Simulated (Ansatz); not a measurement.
**Ta₃Sb (Pm-3n)**

Level of theory: DFT PBEsol, scalar-relativistic, plane waves, PAW (Ansatz 0.2.0).

Cutoff 420 eV; k points 8×8×8 on the computed 8-atom cell (Γ-centred); Gaussian smearing, width 0.10 eV; no spin polarisation.

The structure is relaxed at this level of theory with its symmetry kept. Whether it is the stable form of this composition wasn't checked.

```yaml
crystal:
  lattice:
    - [5.23918, 0.00000, 0.00000]
    - [0.00000, 5.23918, 0.00000]
    - [0.00000, 0.00000, 5.23918]
  atoms:
    - { symbol: Ta, position: [0.25000, 0.00000, 0.50000] }
    - { symbol: Ta, position: [0.50000, 0.75000, 0.00000] }
    - { symbol: Ta, position: [0.75000, 0.00000, 0.50000] }
    - { symbol: Ta, position: [0.50000, 0.25000, 0.00000] }
    - { symbol: Ta, position: [0.00000, 0.50000, 0.75000] }
    - { symbol: Ta, position: [0.00000, 0.50000, 0.25000] }
    - { symbol: Sb, position: [0.00000, 0.00000, 0.00000] }
    - { symbol: Sb, position: [0.50000, 0.50000, 0.50000] }
```

```json
{
  "Space group": "Pm-3n (No. 223)",
  "Volume per atom": "121.3 bohr³",
  "Formation energy from the elements' standard states (uncorrected)": "-0.152 eV/atom",
  "Kohn–Sham band gap": "none (metal)",
  "Density of states at the Fermi level": "2.02 states/eV per cell",
  "Löwdin character within 0.5 eV of the Fermi level": "Ta 5d 89 %, unprojected 4 %",
  "Bulk modulus": "202 GPa",
  "Its pressure derivative": "4.3",
  "Bader charges (e)": "Ta (6 in the cell) 0.30, Sb (2 in the cell) -0.89"
}
```

Spin-orbit coupling is left out, which matters for the bands of heavy elements.